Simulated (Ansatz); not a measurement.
Input file:

```yaml
crystal:
  periodic: [false, false, false]
  atoms:
    - {symbol: Al, position_ang: [0.063402, -0.073921, 1.199322]}
    - {symbol: N, position_ang: [-0.101473, 0.427144, -0.602205]}
    - {symbol: N, position_ang: [-0.024852, -0.380953, -1.648164]}
    - {symbol: H, position_ang: [0.058256, 1.336894, -0.832715]}
basis:
  gaussian: {orbitals: cc-pVDZ}
magnetization: {spin_polarized: false, initial_magnetization: 2}
correlation: {method: bccd_t, electrons: outside_noble_gas}
```

```sh
$ ansatz run in.yaml --threads 1 --pin off --events-out ev --progress --plain --max-ram 2393MiB
```

(1) Roughly how long does this take on 1 thread of Intel Xeon, shared host, and how much host memory?

```
498 factors; integrals over basis functions are off by at most 1.2e-3 eV
mean field evaluation 1: about -9557.0607 eV, gradient 2.1e1 eV
mean field evaluation 2: about -9557.1604 eV, gradient 2.1e1 eV
mean field evaluation 4: about -9559.7109 eV, gradient 7.5e0 eV
mean field evaluation 8: about -9560.3296 eV, gradient 7.3e-1 eV
mean field evaluation 16: about -9560.3410 eV, gradient 1.1e-5 eV
mean field evaluation 32: about -9557.6069 eV, gradient 3.5e0 eV
mean field evaluation 64: about -9557.5212 eV, gradient 1.1e-2 eV
mean field evaluation 96: about -9556.6695 eV, gradient 9.0e0 eV
mean field evaluation 128: about -9557.5213 eV, gradient 4.3e-3 eV
mean field evaluation 160: about -9557.2836 eV, gradient 1.8e-2 eV
mean field -9560.34103564 eV, -351.3360528279 hartree, gradient 1.8e-6 eV, S^2 2.000000; 4 other end points of the search recorded, 0 dependent functions left out
mean field evaluation 192: about -9560.6077 eV, gradient 2.9e-2 eV
mean field evaluation 224: about -9559.4277 eV, gradient 4.8e0 eV
determinant -9560.34103564 eV, -351.3360528279 hartree, with singles and doubles -9570.07603896 eV, -351.6938076013 hartree
determinant -9557.52127340 eV, -351.2324284770 hartree, with singles and doubles -9567.23985939 eV, -351.5895799244 hartree
determinant -9557.28357756 eV, -351.2236933159 hartree, with singles and doubles -9567.81789538 eV, -351.6108223553 hartree
determinant -9557.27676863 eV, -351.2234430925 hartree, with singles and doubles -9567.04872351 eV, -351.5825558106 hartree
7 core orbitals not correlated: weight in the atoms' cores, before any rotation towards them, 1.000 or more for the frozen orbitals, at most 0.000 for the correlated occupied ones
reference -9560.34103564 eV, -351.3360528279 hartree; 8, 6 occupied and 36, 38 virtual orbitals, 498 factors
second order -8.66074676 eV of doubles, -0.16223734 eV of singles
cycle   1  -9.71167431 eV  change    2.3e-2 eV  update   1.4e-2
cycle   2  -9.71813936 eV  change   -6.5e-3 eV  update   5.4e-3
cycle   3  -9.71564179 eV  change    2.5e-3 eV  update   3.3e-3
cycle   4  -9.71179174 eV  change    3.9e-3 eV  update   2.2e-3
cycle   5  -9.71307090 eV  change   -1.3e-3 eV  update   1.1e-3
cycle   6  -9.71331476 eV  change   -2.4e-4 eV  update   4.4e-4
cycle   7  -9.71337584 eV  change   -6.1e-5 eV  update   1.5e-4
cycle   8  -9.71342702 eV  change   -5.1e-5 eV  update   8.4e-5
cycle   9  -9.71342111 eV  change    5.9e-6 eV  update   4.4e-5
cycle  10  -9.71340362 eV  change    1.7e-5 eV  update   2.3e-5
cycle  11  -9.71340671 eV  change   -3.1e-6 eV  update   1.4e-5
perturbative correction -0.32271466 eV, -0.0118595450 hartree
Total energy: -9570.37715701 eV, -351.7048734855 hartree
```

For the same geometry and basis UCCSDT(Q) lies 55.3 meV lower.

Answers

(1) 26 s wall and 0.18 GiB.
